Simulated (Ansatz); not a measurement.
Pulling the pair apart

The pair of HF (SMILES F, atoms 1–2) and HF (SMILES F, atoms 3–4), both closed shells, in one local arrangement (a lower one may exist), relaxed at PBE0-D4/def2-TZVP:

F1  (0.093, -0.354, -1.003)
H2  (-0.048, 0.444, -1.445)
F3  (-0.063, 0.109, 1.660)
H4  (0.018, -0.198, 0.788)
(Å)

HF is shifted rigidly along the line between the mean atom positions of the two fragments (negative: closer). Counterpoise interaction energies in kcal/mol. Program: Ansatz 0.2.0. Basis: def2-TZVPPD. Cores are frozen in the correlated methods. B3LYP uses VWN-RPA correlation.

```tsv
shift (Å)	wB97M-V	B3LYP-D4	HF
-0.18	-3.86	-3.96	-2.61
-0.09	-4.43	-4.52	-3.37
0.00	-4.63	-4.70	-3.74
0.09	-4.59	-4.64	-3.86
0.22	-4.31	-4.35	-3.78
0.45	-3.55	-3.57	-3.29
0.90	-2.26	-2.24	-2.24
1.80	-1.00	-0.97	-1.05
```

Question: What does CCSD(T) give at these shifts? (Judge from chemistry; the value comes from the calculation.)

Answer: The calculation gives: -3.17, -3.84, -4.12, -4.17, -3.99, -3.38, -2.20, -0.98 kcal/mol. For zero shift, CCSD(T) at an estimated basis limit (MP2 extrapolated from triple and quadruple zeta, plus CCSD(T) − MP2 in triple zeta) gives -4.53 kcal/mol. These are counterpoise interaction energies, counted from the two frozen fragments.

T1 diagnostic: at most 0.011.

For scale, one of the runs: CCSD(T)/def2-TZVPPD, 114 basis functions, launched by `ansatz run in.yaml --threads 2 --pin off --events-out ev --progress --plain --max-ram 5222MiB`. Hardware: 2 CPU threads of an Intel Xeon 6975P-C, shared host. Wall time about 2.8 s.
